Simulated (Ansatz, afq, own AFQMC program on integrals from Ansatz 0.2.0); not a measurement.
Atomization energy of Si₃Ge₂H₁₀, singlet

```xyz
15

Si   -1.6493    0.9770    0.5426
Si   -0.6389   -0.7949    1.7114
Ge    1.6133   -0.7748    0.8911
Si    1.4337   -0.1204   -1.4145
Ge   -0.8035    0.7159   -1.6852
H    -3.1438    0.9620    0.6012
H    -1.1544    2.2753    1.1027
H    -1.2929   -2.0809    1.3085
H    -0.7165   -0.6565    3.1987
H     2.4251    0.2873    1.6617
H     2.3175   -2.1349    1.0603
H     1.6678   -1.2912   -2.3162
H     2.4388    0.9390   -1.7400
H    -1.6539   -0.3324   -2.4327
H    -0.8429    2.0295   -2.4898
```

Atoms in their ground-state spins without spin–orbit coupling (mostly on UHF) minus the molecule (RHF), without zero-point energy. The geometry is a stationary point, not shown to be a minimum.

Basis def2-SVP. Only valence electrons are correlated. Integrals, coupled cluster, full CI and functionals: Ansatz 0.2.0; the random walks run on the same integrals in our own AFQMC program. The CISD trial takes its coefficients from CCSD amplitudes. Released means that phaseless walkers are propagated on without the constraint, phases kept. ± is one standard error of the sampling. No spin–orbit coupling. The errors of all members are added in quadrature.

No full CI on the walks' own integrals is used here. The released AFQMC energy serves as the reference, which it does only where one determinant dominates, the energy is flat over the last release times and near the phaseless one (40 meV or 2 meV an electron, half that with transition metals). On small molecules, where full CI could be run and the noise was under 10 meV, such values lay within 10 meV of it in 19 cases of 20, a flattering rate, since the rule was set on those same cases; what remains of the bias isn't in the error bar. Each member takes its own surest rung, up to full CI.

The best estimate is CCSD(T) at the basis-set limit (CBS: def2-TZVPP and def2-QZVPP, with their diffuse functions for anions and beside diffuse sets, MP2 extrapolated, CCSD(T) minus MP2 from TZVPP) plus the step from CCSD(T) to AFQMC with the constraint released in def2-SVP. Rows without CBS are in def2-SVP, the functionals in def2-TZVP; B2PLYP and the wave-function rows carry a basis error of their own. Core correlation and relativity beyond core potentials are missing, and ± holds the sampling alone.

Cautions: inner d shell frozen; no relativity below Rb; no spin-orbit coupling; Si₃Ge₂H₁₀ (singlet): the released value is read at 0.90 1/Eh with a noise of 13 meV, more than in the cases checked (meV from the phaseless value at times in 1/Eh: -11 ± 10 at 0.21, -11 ± 12 at 0.42, -13 ± 14 at 0.63, -23 ± 13 at 0.90); other spins of the molecule weren't checked.

Best estimate: 43.966 ± 0.013 eV.

```csv
level,atomization energy (eV),error against the best estimate (eV)
HF,32.592,-11.374 ± 0.013
MP2,40.119,-3.847 ± 0.013
CCSD,40.346,-3.620 ± 0.013
CCSD(T),40.743,-3.223 ± 0.013
ph-AFQMC/CISD,40.789 ± 0.011,-3.177 ± 0.017
released AFQMC,40.806 ± 0.013,-3.160
HF/CBS,32.858,-11.108 ± 0.013
MP2/CBS,43.186,-0.779 ± 0.013
CCSD(T)/CBS,43.907,-0.059 ± 0.013
PBE,43.047,-0.918 ± 0.013
r2SCAN,44.080,0.114 ± 0.013
PBE0,43.192,-0.773 ± 0.013
B3LYP,42.921,-1.045 ± 0.013
wB97M-V,43.705,-0.260 ± 0.013
B2PLYP,42.639,-1.327 ± 0.013
```

Correlation beyond CCSD(T) adds 0.059 ± 0.013 eV. Going to the basis-set limit adds 3.164 eV at CCSD(T). The perturbative (T) step is worth +0.397 eV.

Best estimates are given only where the step beyond CCSD(T) is under 0.3 eV and no member's determinant is very poor (T1 over 0.05, or 0.07 for open shells, ⟨S²⟩ too high by 0.3, two states mixed), so the hardest cases are missing from such tables.

The functionals ran in a triple-zeta set and keep a basis error of their own, a few kJ/mol for each bond in atomization energies and more for double hybrids, so close places among them and the extrapolated levels can swap.

Each member of a difference takes its own highest rung, so a best estimate needn't equal the limit plus the step of one row. Released energies are given only where the last usable release times agree within the noise; a slower fall can still hide under it.
